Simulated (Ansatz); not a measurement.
Reaction (atomization): `[O+]#[Si-]` → O• + Si•

Isolated molecules relaxed with PBE0-D4/def2-TZVP in Ansatz; ΔE leaves out vibrations. CCSD(T)/CBS is extrapolated from def2-TZVPP and def2-QZVPP, frozen cores. DFT in def2-TZVPP. HSE06 is defined as in plane-wave codes. Open shells (•) are unrestricted, without spin–orbit coupling. Spin–orbit coupling would lower the free atoms: a little for O, Si.

Question: What is ΔE at CCSD(T)/CBS? (Estimate.)

Answer: Ansatz gave: +799.1 kJ/mol.

Question: What do these levels give: PBE-D4, r2SCAN-D4, BHLYP-D4, HSE06, MP2/def2-TZVPP, SCS-MP2/def2-TZVPP, CCSD/def2-TZVPP, CCSD(T)/def2-QZVPP, MP2/cc-pV(D+d)Z, CCSD/cc-pV(D+d)Z, CCSD/cc-pV(T+d)Z, CCSD/cc-pV(Q+d)Z? (Estimate.)

Answer: Ansatz gave: PBE-D4 820.1, r2SCAN-D4 784.0, BHLYP-D4 717.9, HSE06 763.3, MP2/def2-TZVPP 819.7, SCS-MP2/def2-TZVPP 801.1, CCSD/def2-TZVPP 733.7, CCSD(T)/def2-QZVPP 786.3, MP2/cc-pV(D+d)Z 743.2, CCSD/cc-pV(D+d)Z 669.7, CCSD/cc-pV(T+d)Z 733.3, CCSD/cc-pV(Q+d)Z 752.7 kJ/mol.

Largest T1 diagnostic among the species: 0.026, so the coupled-cluster value is less sure than usual.

In def2-TZVPP, CCSD(T) changes the Hartree–Fock value by +305.7 kJ/mol (the triples alone add +31.8 kJ/mol) and MP2 by +359.9 kJ/mol; breaking electron pairs costs correlation energy, which Hartree–Fock lacks. Leaving LDA and LC-ωPBE aside and taking each functional with its dispersion term where it has one, the values spread over 102.2 kJ/mol, from BHLYP-D4 to PBE-D4. LDA lies +116.7 kJ/mol from PBE without D4, its usual overbinding. At CCSD(T), def2-SVP lies −87.9 kJ/mol from the extrapolated value and def2-TZVPP −33.6 kJ/mol: correlation converges slowly with the basis, and small sets miss more of it in the bonded molecule than in its fragments.
